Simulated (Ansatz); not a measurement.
# AlF2 (doublet): trial inputs and their diagnosis at angle F2–Al1–F3 = 138.4°

4 inputs are run for AlF2 (doublet) as typed; the log has to tell whether the result can be used and what must change.

The runs use Ansatz 0.2.0, Gaussian basis; the settings change from run to run.

### Step 1. What is computed

The geometry derives from a PBE0/def2-TZVP stationary point (not a proven minimum). One angle is set to the value named; bond lengths are kept.

3 atoms, charge 0, spin multiplicity 2.

Atoms are counted from 1 here; the program's logs count them from 0.

Bond lengths: Al1–F2 1.647 Å, Al1–F3 1.647 Å. Angles: F2–Al1–F3 138.4°.

### Step 2. Attempt 1

in.yaml

```yaml
crystal:
  periodic: [false, false, false]
  atoms:
    - {symbol: Al, position_ang: [0.000000, -0.341905, 0.000000]}
    - {symbol: F, position_ang: [0.000000, 0.242786, -1.539210]}
    - {symbol: F, position_ang: [0.000000, 0.242786, 1.539210]}
basis:
  gaussian: {orbitals: 6-31G}
magnetization: {spin_polarized: true, initial_magnetization: 2}
correlation: {method: ccsdt_q, electrons: outside_noble_gas}
scf: {lower_state_search: off}
```

Run with:

```
> ansatz run in.yaml --threads 1 --pin off --events-out ev --progress --plain --max-ram 2393MiB
```

What it wrote:

```text
Error: a molecule whose nuclei and cores have a total charge of 31 cannot have a net charge of 0 together with 2 unpaired electrons
```

Wall time 0.03 s (1 thread of Arm Neoverse N1, shared host).

**Diagnosis.** The run was refused. The number of unpaired electrons doesn't fit the electron count. To mend it, make charge and initial_magnetization agree.

### Step 3. Attempt 2

in.yaml

```yaml
crystal:
  periodic: [false, false, false]
  atoms:
    - {symbol: Al, position_ang: [0.000000, -0.341905, 0.000000]}
    - {symbol: F, position_ang: [0.000000, 0.242786, -1.539210]}
    - {symbol: F, position_ang: [0.000000, 0.242786, 1.539210]}
basis:
  gaussian: {orbitals: "6-31G*"}
magnetization: {spin_polarized: false, initial_magnetization: 1}
correlation: {method: fic_mrcisd_q, electrons: outside_noble_gas, active_space: {window: {electrons: 7, orbitals: 2}}}
scf: {lower_state_search: light}
```

Same command.

What it wrote:

```text
Functional definition: HF
  name "HF"
  cite "Fock, Z. Phys. 61, 126 (1930) doi:10.1007/BF01340294"
  parent pbe
  exchange = exact_x
  correlation = 0
415 factors; integrals over basis functions are off by at most 7.4e-4 eV
mean field evaluation 1: about -11994.2719 eV, gradient 3.8e1 eV
mean field evaluation 2: about -11994.2962 eV, gradient 3.8e1 eV
mean field evaluation 4: about -11997.2164 eV, gradient 1.6e0 eV
mean field evaluation 8: about -11997.2553 eV, gradient 1.2e-1 eV
mean field -11997.25545546 eV, -440.8910059564 hartree, gradient 4.2e-6 eV, S^2 0.750000; 0 other end points of the search recorded, 0 dependent functions left out
reference -11997.25545546 eV, -440.8910059564 hartree; 16, 15 occupied and 33, 34 virtual orbitals, 415 factors
Error: 7 electrons in 2 orbitals form no window around the highest filled level of the reference
```

Wall time 0.45 s (1 thread of Arm Neoverse N1, shared host).

**Diagnosis.** The run stopped with an error. The active window can't be built from these electrons and orbitals. Fix: choose counts that fit the spin, the electrons and the basis.

### Step 4. Attempt 3

in.yaml

```yaml
crystal:
  periodic: [false, false, false]
  atoms:
    - {symbol: Al, position_ang: [0.000000, -0.341905, 0.000000]}
    - {symbol: F, position_ang: [0.000000, 0.242786, -1.539210]}
    - {symbol: F, position_ang: [0.000000, 0.242786, 1.539210]}
basis:
  gaussian: {orbitals: STO-3G}
magnetization: {spin_polarized: false, initial_magnetization: 1}
hamiltonian: {xc: pbe}
correlation: {method: fic_mrcisd_q, electrons: all, active_space: {window: {electrons: 3, orbitals: 3}}}
scf: {omitted_lower_state_checks: [cluster_reference]}
```

Same command.

What it wrote:

```text
Error: invalid value for `correlation.active_space`: it starts from restricted Hartree–Fock orbitals; set hamiltonian.xc: hf without magnetization.spin_polarized
```

Wall time 0.03 s (1 thread of Arm Neoverse N1, shared host).

Diagnosis: The run was refused. An active space is asked on a functional's orbitals. To mend it, start from Hartree-Fock.

### Step 5. Attempt 4

in.yaml

```yaml
crystal:
  periodic: [false, false, false]
  atoms:
    - {symbol: Al, position_ang: [0.000000, -0.646098, 0.000000]}
    - {symbol: F, position_ang: [0.000000, 0.458793, -2.908645]}
    - {symbol: F, position_ang: [0.000000, 0.458793, 2.908645]}
basis:
  gaussian: {orbitals: def2-SVP}
magnetization: {spin_polarized: true, initial_magnetization: 1}
correlation: {method: bccd_t, electrons: outside_noble_gas}
output: {forces: true}
```

Launched as before.

What it wrote (excerpt; [...] marks lines left out):

```text
Functional definition: HF
  name "HF"
  cite "Fock, Z. Phys. 61, 126 (1930) doi:10.1007/BF01340294"
  parent pbe
[...]
416 factors; integrals over basis functions are off by at most 4.0e-4 eV
[...]
mean field -11983.11930136 eV, -440.3715118749 hartree, gradient 2.8e-6 eV, S^2 1.519520; 40 other end points of the search recorded, 0 dependent functions left out
determinant -11983.11930136 eV, -440.3715118749 hartree, with singles and doubles -11993.65636714 eV, -440.7587419002 hartree
determinant -11982.91452391 eV, -440.3639864424 hartree, with singles and doubles -11993.39461696 eV, -440.7491227583 hartree
determinant -11982.82392833 eV, -440.3606571163 hartree, with singles and doubles -11992.69637760 eV, -440.7234629351 hartree
determinant -11982.80218332 eV, -440.3598580020 hartree, with singles and doubles -11992.09770130 eV, -440.7014619869 hartree
[...]
7 core orbitals not correlated: weight in the atoms' cores, before any rotation towards them, 1.000 or more for the frozen orbitals, at most 0.000 for the correlated occupied ones
reference -11983.11930136 eV, -440.3715118749 hartree; 9, 8 occupied and 30, 31 virtual orbitals, 416 factors
second order -9.03660599 eV of doubles, -0.00000000 eV of singles
cycle   1  -10.47944897 eV  change    1.3e-1 eV  update   1.1e-1
[...]
cycle  34  -10.51699678 eV  change   -1.5e-7 eV  update   7.3e-8
perturbative correction -0.27508380 eV, -0.0101091431 hartree
[...]
Total energy: -11993.91138193 eV, -440.7681135208 hartree
Atom 0 at     0.000000    -0.646098     0.000000 Å, force    -0.000000     0.985715    -0.000001 eV/Å
Atom 1 at     0.000000     0.458793    -2.908645 Å, force    -0.000000    -0.492858     1.196600 eV/Å
Atom 2 at     0.000000     0.458793     2.908645 Å, force    -0.000000    -0.492857    -1.196599 eV/Å
Dipole moment:     0.000000    -0.579363     0.000001 e Å
```

Run time: 83 s. Hardware: 1 thread of Arm Neoverse N1, shared host.

Diagnosis: The run converged, which proves nothing about the input. The coordinates are scaled by the bohr-ångström factor. The shortest distance is 3.11 Å, against 1.65 Å in the geometry of step 1. Its energy belongs to another geometry. Cure: restore the coordinates in ångström.

### Step 6. Summary

| attempt | level | ended | cause | time |
| --- | --- | --- | --- | --- |
| 1 | CCSDT(Q) on UHF/6-31G | refused | the number of unpaired electrons doesn't fit the electron count | 0.03 s |
| 2 | MRCISD+Q(7,2)/6-31G* | stopped by an error | the active window can't be built from these electrons and orbitals | 0.45 s |
| 3 | MRCISD+Q(3,3)/STO-3G | refused | an active space is asked on a functional's orbitals | 0.03 s |
| 4 | BCCD(T) on UHF/def2-SVP | converged | the coordinates are scaled by the bohr-ångström factor | 83 s |

2 refused, 1 stopped by an error, 1 converged. The input that converges on a wrong geometry or spin is the dangerous one: no error points at it, so geometry and ⟨S²⟩ have to be checked.
